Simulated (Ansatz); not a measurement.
I need an active-space calculation of BH₄NO, SMILES NBO. Use Ansatz 0.2.0, Python API. Level of theory: Hartree-Fock, 6-31G* basis, multiplicity 1.

```csv
atom,x (Å),y (Å),z (Å)
N,-0.7524,0.0958,-0.7484
B,0.2339,0.1501,0.3507
O,1.0367,-1.0224,0.5726
H,-1.4247,-0.5866,-0.5203
H,-1.3004,1.0494,-0.7444
H,0.3755,1.1291,1.0261
H,1.8927,-0.8834,0.0180
```

The script, `run_cas.py`:
```python
import warnings

import ansatz as az

GEOMETRY = '''
N    -0.75240    0.09580   -0.74840
B     0.23390    0.15010    0.35070
O     1.03670   -1.02240    0.57260
H    -1.42470   -0.58660   -0.52030
H    -1.30040    1.04940   -0.74440
H     0.37550    1.12910    1.02610
H     1.89270   -0.88340    0.01800
'''


def main() -> None:
    warnings.simplefilter('ignore', az.DeckWarning)

    mol = az.Crystal.molecule()
    for line in GEOMETRY.strip().splitlines():
        symbol, *xyz = line.split()
        mol = mol.atom(symbol, [float(v) for v in xyz])

    calc = (
        mol.calculation()
        .basis(gaussian='6-31G*')
        .correlation(active_electrons=2, active_orbitals=3)
    )
    for method in [None]:
        r = (calc if method is None else calc.correlation(method)).run(threads=1, pin='off').report
        space = r['configurations']
        state = space['states'][0]
        print(method or 'casscf', f'total {r["free_energy_ev"] / 27.211386246:.6f} Ha, active-space state {state["energy"]["hartree"]:.6f} Ha, mean field {r["reference_energy_ev"] / 27.211386246:.6f} Ha')
        print('  determinants', state['n_determinants'], ' natural occupations', [round(n, 3) for n in space['natural_occupations']])
    print('effectively unpaired electrons, sum of min(n, 2 - n):', round(sum(min(n, 2 - n) for n in space['natural_occupations']), 3))


if __name__ == '__main__':
    main()
```

```console
$ python run_cas.py
casscf total -156.384535 Ha, active-space state -156.384535 Ha, mean field -156.359650 Ha
  determinants 9  natural occupations [1.972, 0.025, 0.003]
effectively unpaired electrons, sum of min(n, 2 - n): 0.055
```

Caveats:
- Total energies depend on the basis set; only differences at equal settings carry meaning.
- The geometry is a force-field or estimated start, not a minimum of this method, and the basis set is short of its limit. The active space starts as a window about the frontier orbitals and is then optimised, not chosen by chemistry.
- The whole script took 3 s on 1 thread of Arm Neoverse V1, on a shared host, peak memory 0.15 GiB.

(Lines on the test bed's own set-up are left out of the output.)
